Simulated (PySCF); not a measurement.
Compound: PH (triplet state).
SMILES with atom numbers: `[PH:1]` (hydrogens: H2 on P1)

Level of theory: UKS B3LYP, pcH-1 on H P, non-relativistic, mean-field spin-orbit, GIAO in PySCF. Spin–spin part from the singly occupied natural orbitals, spin–orbit part to second order with van Wüllen's prefactor. Geometry: GFN2-xTB; no solvent, vibrations or thermal averaging. A GFN2-xTB geometry isn't a minimum of the functional, and hyperfine couplings can be far from their values at a DFT geometry, by a factor of two or more for some ions and for spin on atoms past the first row.

Question: What zero-field splitting does the calculation give?

Answer: D = +4.900 cm⁻¹ and E = +0.001 cm⁻¹, with E given the sign of D (E/D = 0.00; 0 is axial, 1/3 the rhombic limit). Point group C∞v requires E = 0; what is left comes from small departures from that symmetry in geometry, grid or density. Diagonalised alone, the spin–spin tensor gives D = +0.365, E = 0.000 and the spin–orbit tensor D = +4.535, E = +0.001 cm⁻¹; in size the spin–orbit D is 12 times the other. The largest Mulliken spin population is on P1 (+2.05).

Question: Express D in other units.

Answer: D = +146.91 GHz = +5234 mT (with g_iso = 2.0054) = +7.050 K = +607.6 μeV.

Question: What are the three sublevel energies at zero field and the gaps between them?

Answer: With H = D(Sz² − 2/3) + E(Sx² − Sy²): Tz at -3.267 cm⁻¹, Tx at +1.632 cm⁻¹, Ty at +1.634 cm⁻¹. The gaps are |D| − |E| = 146.88 GHz, |D| + |E| = 146.93 GHz and 2|E| = 0.06 GHz.

Question: How are these sublevels filled in thermal equilibrium at 4.2 K and zero field?

Answer: kT = 2.92 cm⁻¹, so the Boltzmann shares are Tz 72.8 %, Tx 13.6 %, Ty 13.6 %.

Question: Where do the strong lines fall at 9.661 GHz with the field along each axis of D (isotropic g = 2.0054, hyperfine left aside, microwave field at right angles)?

Answer: From exact diagonalisation up to 11300 mT, keeping lines above a fifth of the strength of a high-field Δm = ±1 line:

```csv
field along,resonance fields (mT)
x,1381
y,1390
z,"4890, 5578"
```

Without D the line would be at 344 mT. The microwave quantum is 0.322 cm⁻¹, against |D| + |E| = 4.901 cm⁻¹.

Natural occupations around the open shell: 1.998, 1.000, 1.000, 0.002. The unrestricted determinant has ⟨S²⟩ = 2.0048 (exact 2.0000), so spin contamination is small.

Principal g values: 2.0022, 2.0070, 2.0070.
